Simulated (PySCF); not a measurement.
**C4H6NO: g tensor and hyperfine couplings**

C4H6NO (doublet state).
Z-matrix (Å and degrees, GFN2-xTB geometry), rows numbered from 1:
```
C 
C   1  1.5459
C   2  1.4848  1  114.88
O   3  1.3512  2  110.84  1   117.51
N   4  1.3586  3  109.57  2     1.77
C   5  1.2816  4  109.15  3    -0.53
H   1  1.0875  2  110.43  3   -54.74
H   1  1.0869  2  109.72  3  -174.86
H   1  1.0866  2  109.90  3    65.31
H   2  1.1042  1  106.88  3  -126.28
H   3  1.0671  2  131.20  1   -57.55
H   6  1.0713  2  125.78  1    59.68
```

The species is `C[C@H]1[CH]ON=C1` [radical].

Level of theory: UKS B3LYP, pcH-1 on C H N O, non-relativistic, mean-field spin-orbit, GIAO (PySCF). Geometry: GFN2-xTB; no solvent, vibrations or thermal averaging. A GFN2-xTB geometry isn't a minimum of the functional, and hyperfine couplings can be far from their values at a DFT geometry. No stability test was run, so a lower SCF solution isn't excluded.

| Item | Value |
| --- | --- |
| g1, g2, g3 | 2.00207, 2.00236, 2.00373 |
| g_iso | 2.00272 |
| Form of g | rhombic: the two nearest values differ by 17 % of g3 − g1 |
| ⟨S²⟩ | 0.7562 (exact 0.7500) |
| α and β electrons | 23, 22 |
| Total energy | -285.90723 Eh |

Hyperfine couplings atom by atom, in G; T1 to T3 are the principal values of the dipolar part (MHz turned into gauss with g_iso; 10 G = 1 mT):

```
atom  isotope  a_iso     T1     T2    T3  Mulliken spin population
  C1      13C   39.0   -2.2   -2.1   4.3                      0.05
  C2      13C  -14.0   -0.6   -0.1   0.6                     -0.08
  C3      13C   30.2  -26.3  -25.8  52.1                      0.85
  O4      17O   -7.4  -18.4    8.6   9.8                      0.08
  N5      14N   -0.4   -1.3    0.5   0.7                     -0.04
  C6      13C    4.2   -3.7   -2.3   6.0                      0.11
  H7       1H   -1.8   -1.9   -0.7   2.7                      0.00
  H8       1H    1.7   -1.3   -0.8   2.1                      0.01
  H9       1H   -1.6   -1.6   -0.9   2.4                      0.00
 H10       1H   52.9   -1.5   -1.2   2.7                      0.06
 H11       1H  -21.7  -12.5    0.0  12.5                     -0.04
 H12       1H   -3.1   -2.0   -0.6   2.6                     -0.01
```

Largest spin populations (Mulliken): C3 (+0.85), C6 (+0.11), O4 (+0.08) and C2 (-0.08). No atom but C3 exceeds +0.15. The positive populations add up to 1.17 and the negative ones to -0.17, together 2S = 1. The angles at C3 add up to 359.8°, so it is planar; its axial dipolar tensor and the negative coupling of its proton fit spin in a p orbital normal to that plane.

Axes: g3 points within 9° of the C3–H11 bond.

Under fast tumbling the dipolar parts average out, and these isotropic splittings remain: 1 × 1H (H10, I = 1/2, 2 lines) with 5.29 mT, 1 × 1H (H11, I = 1/2, 2 lines) with 2.17 mT, 1 × 1H (H12, I = 1/2, 2 lines) with 0.31 mT, 3 × 1H (H7/H8/H9, I = 1/2, 4 lines) with 0.06 mT and 1 × 14N (N5, I = 1, 3 lines) with 0.04 mT.

Means are taken over nuclei equivalent by connectivity, which assumes that they swap fast. The three 1H nuclei of mean -1.6 MHz run from -5.1 to 4.9 MHz in the frozen geometry.

The 13C coupling of C1 (109.4 MHz) shows only in satellite lines or after enrichment, since that isotope makes up about 1.07 % of natural carbon.

The 17O coupling of O4 (-20.7 MHz) shows only in satellite lines or after enrichment, since that isotope makes up about 0.038 % of natural oxygen.

The spin density at the nucleus, in bohr⁻³, is negative for C2 (-0.0350), H11 (-0.0136) and N5 (-0.0039), for instance. A restricted open-shell determinant has no negative spin density anywhere; here it arises because α and β orbitals differ (spin polarisation).
